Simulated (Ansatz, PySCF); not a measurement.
This Ansatz (a first-principles code) input computes a SVWN5/def2-TZVPD energy:

Ansatz 0.2 input:
```yaml
crystal:
  periodic: [false, false, false]
  atoms:
    - {symbol: O, position_ang: [-0.04634422, -0.67304699, 0.09092762]}
    - {symbol: C, position_ang: [-0.05291725, 0.73251557, -0.05466044]}
    - {symbol: C, position_ang: [1.23300486, -1.23469327, -0.09432707]}
    - {symbol: C, position_ang: [-1.42383591, 1.25019667, 0.11613972]}
    - {symbol: H, position_ang: [0.63445594, 1.19531475, 0.67585883]}
    - {symbol: H, position_ang: [0.34897909, 1.00381637, -1.05108243]}
    - {symbol: H, position_ang: [1.13647199, -2.31162275, 0.03325639]}
    - {symbol: H, position_ang: [1.62175563, -1.02638518, -1.09994825]}
    - {symbol: H, position_ang: [1.95143697, -0.85026382, 0.64168156]}
    - {symbol: H, position_ang: [-2.26251947, 0.57073731, 0.09343214]}
    - {symbol: H, position_ang: [-1.59733654, 2.31466541, 0.17646751]}
basis:
  gaussian:
    orbitals: def2-TZVPD
hamiltonian:
  xc: {name: SVWN5}
magnetization: {spin_polarized: true, initial_magnetization: 1}
output: {forces: true}
```

**Question.** Write an input for the same energy in PySCF and say what it gives.

**Answer.** 
```python
from pyscf import gto, scf, dft

mol = gto.M(
    atom='''
    O    -0.04634422   -0.67304699    0.09092762
    C    -0.05291725    0.73251557   -0.05466044
    C     1.23300486   -1.23469327   -0.09432707
    C    -1.42383591    1.25019667    0.11613972
    H     0.63445594    1.19531475    0.67585883
    H     0.34897909    1.00381637   -1.05108243
    H     1.13647199   -2.31162275    0.03325639
    H     1.62175563   -1.02638518   -1.09994825
    H     1.95143697   -0.85026382    0.64168156
    H    -2.26251947    0.57073731    0.09343214
    H    -1.59733654    2.31466541    0.17646751
    ''',
    basis='def2-tzvpd',
    charge=0,
    spin=1,
    verbose=4,
)

mf = dft.UKS(mol, xc='svwn').density_fit(auxbasis='def2-universal-jkfit')
mf.grids.level = 3
mf.conv_tol = 1e-9
mf.max_cycle = 100
mf.max_memory = 1500
mf.kernel()
if not mf.converged:
    mf = mf.newton()
    mf.kernel(mf.make_rdm1())
for _ in range(2):
    mo, _, stable, _ = mf.stability(return_status=True)
    if stable:
        break
    mf.kernel(mf.make_rdm1(mo, mf.mo_occ))
mf.analyze()
```
It gives -192.07742 Eh, and Ansatz -192.07731 Eh, a difference of 0.11 mEh, from the treatment of integrals and grids.

It need not be the lowest isomer of its formula.
